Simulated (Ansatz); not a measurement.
Two isomers of C3H5NO: A = `CCOC#N`, B = `CC(N)=C=O`.

Computed with Ansatz on PBE0-D4/def2-TZVP structures; ΔE is electronic, products minus reactants. CBS: MP2 limit from def2 TZ/QZ plus the TZ coupled-cluster correction, frozen cores. DFT in def2-TZVPP. B3LYP here is the variant with VWN-RPA as its local correlation; programs differ in this. Each species was taken in one conformer, which may not be the lowest.

A:

```xyz
10

C     0.301    1.083   -0.101
C    -0.368   -0.122   -0.702
O     0.245   -1.363   -0.241
C     0.110   -1.602    1.009
N     0.002   -1.845    2.134
H    -0.175    1.988   -0.485
H     1.360    1.112   -0.361
H     0.203    1.085    0.987
H    -1.432   -0.168   -0.459
H    -0.246   -0.169   -1.782
```

B:

```xyz
10

C    -0.519   -0.452   -1.117
C     0.019   -0.005    0.204
N     0.954    1.077    0.255
C    -0.338   -0.575    1.335
O    -0.632   -1.055    2.353
H     0.295   -0.777   -1.773
H    -1.040    0.370   -1.617
H    -1.219   -1.282   -1.007
H     0.616    1.884    0.761
H     1.864    0.814    0.606
```

(1) Which is lower in electronic energy at CCSD(T)/CBS, and by how much? (An estimate is asked.)

(2) Give E(B) − E(A) in kJ/mol with B3LYP, r2SCAN-D4, LDA (SPW92), B2PLYP, MP2/def2-TZVPP, HF/def2-TZVPP, CCSD(T)/def2-TZVPP. (Estimate.)

(3) Does the order hold for the free energy at 298.15 K (harmonic terms from PBE0-D4)? (Estimate.)

Largest T1 diagnostic: 0.015.

Answers

(1) Ansatz gave: A, by 15.2 kJ/mol.

(2) The calculation gave: B3LYP 3.2, r2SCAN-D4 -2.7, LDA (SPW92) -21.9, B2PLYP 12.4, MP2/def2-TZVPP 20.9, HF/def2-TZVPP 33.0, CCSD(T)/def2-TZVPP 21.0. The order is the other way round with r2SCAN-D4, LDA (SPW92).

(3) The calculation gave: Yes: G(B) − G(A) = +12.0 kJ/mol, for one conformer each.

From r2SCAN to r2SCAN0 (25 % exact exchange), in def2-TZVPP and without D4, E(B) − E(A) moves by +4.2 kJ/mol. Leaving LDA and LC-ωPBE aside and taking each functional with its dispersion term where it has one, the values, not all of them listed here, spread over 24.9 kJ/mol, from PBE-D4 to B2PLYP. LDA lies −10.0 kJ/mol from PBE without D4.
